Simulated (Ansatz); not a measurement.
# CH4, singlet in cc-pVTZ: errors against RCCSDT(Q)

Geometry: displaced at random from a stationary point.

```yaml
atoms:
  - { symbol: C, position_ang: [0.0230, 0.0122, 0.0028] }
  - { symbol: H, position_ang: [0.4862, 0.6505, 0.6436] }
  - { symbol: H, position_ang: [-0.6968, -0.6386, 0.6352] }
  - { symbol: H, position_ang: [-0.6087, 0.5610, -0.6081] }
  - { symbol: H, position_ang: [0.5450, -0.7177, -0.7041] }
```

Basis cc-pVTZ; Ansatz 0.2.0. Correlated methods freeze the noble-gas cores, which leaves 8 electrons in 85 orbitals. Prefix R: restricted or restricted open-shell reference. Active spaces: valence = (8e, 8o) chosen from the atoms' valence shells.

Full CI isn't at hand for all of this; RCCSDT(Q) serves as the reference, and is uncertain by about the last step of the cluster series.

```
UHF ⟨S²⟩                          : 0.000
T1 diagnostic (RCCSD)             : 0.0076
largest doubles amplitude (RCCSD) : 0.037
```

```tsv
level	E − E(RHF) (eV)
RMP2	-5.4178
RCCSD	-5.9690
RCCSD(T)	-6.1423
```

Problem. Estimate how far RCCSDT(Q) in cc-pVTZ lies from RCCSD(T). The table doesn't fix it; the size of (T) and the diagnostics are the guide.

Solution. RCCSDT(Q) in cc-pVTZ lies 0.35 kcal/mol below RCCSD(T), which is 9 % of the (T) step (-4.00 kcal/mol). The diagnostics are small and one determinant leads, so the series closes fast and only a small part of (T) is left.

The other levels:

```json
{"level": "BCCD(T)", "E − E(RCCSDT(Q)) (kcal/mol)": "0.33", "share of correlation (%)": "99.77", "wall time": "1.3 s"}
{"level": "RCCSDT", "E − E(RCCSDT(Q)) (kcal/mol)": "0.10", "share of correlation (%)": "99.93", "wall time": "–"}
{"level": "CASSCF (valence space)", "E − E(RCCSDT(Q)) (kcal/mol)": "89.65", "share of correlation (%)": "36.86", "wall time": "–"}
{"level": "NEVPT2 (valence space)", "E − E(RCCSDT(Q)) (kcal/mol)": "20.78", "share of correlation (%)": "85.37", "wall time": "3 s"}
```

The correlation energy at RCCSDT(Q), counted from RHF, is -6.157 eV. That run took 1.9 min on 1 thread of Arm Neoverse V2, shared host.

Times hold each run's SCF and search for its determinant on a shared host, so for small cases they say little of a method's own cost; they ran on 1 thread of Arm Neoverse V2.

Natural occupations of CASSCF (valence space) about the gap: 1.985 1.981 1.977 1.975 0.024 0.023 0.018 0.016; effectively unpaired electrons, Σ n²(2−n)², 0.01.
